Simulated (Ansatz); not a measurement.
C2H2N2O (`c1nnco1`). The species carries charge 0 and has multiplicity 1.

| atom | x (Å) | y (Å) | z (Å) |
| --- | --- | --- | --- |
| C1 | -1.007 | -0.205 | 0.219 |
| N2 | -0.808 | -0.063 | -1.039 |
| N3 | 0.546 | 0.200 | -1.182 |
| C4 | 1.033 | 0.192 | 0.003 |
| O5 | 0.113 | -0.059 | 0.955 |
| H6 | -1.930 | -0.420 | 0.733 |
| H7 | 2.053 | 0.355 | 0.311 |

(1) What are the harmonic wavenumbers in cm⁻¹ at PBE0-D4/def2-TZVP (Ansatz, finite differences of forces, unscaled)? (An estimate is asked.)

(2) Is this a minimum?

(3) Give the ideal-gas thermochemistry at 298.15 K and 1 bar (rigid rotor, harmonic oscillator; point group C2v, symmetry number 2).

(4) And at 400, 500, 600, 800 and 1000 K?

(5) Rotational constants (cm⁻¹)?

Results:

(1) The calculation gave: 655, 687, 854, 880, 963, 965, 1033, 1132, 1135, 1241, 1320, 1567, 1589, 3299, 3305.

(2) Yes, all 15 modes are real.

(3) Zero-point energy 123.4 kJ/mol; H(298) − E = 134.8 kJ/mol; entropy 262.1 J/(mol·K), of which translation 161.9, rotation 94.0, vibration 6.2; G(298) − E = 56.6 kJ/mol.

(4) 
| T (K) | H − E (kJ/mol) | S (J/mol/K) | G − E (kJ/mol) |
| --- | --- | --- | --- |
| 400 | 141.2 | 280.5 | 29.0 |
| 500 | 149.1 | 298.0 | 0.1 |
| 600 | 158.3 | 314.8 | -30.6 |
| 800 | 179.6 | 345.3 | -96.7 |
| 1000 | 203.6 | 372.0 | -168.5 |

(5) 0.3506, 0.346, 0.1742.
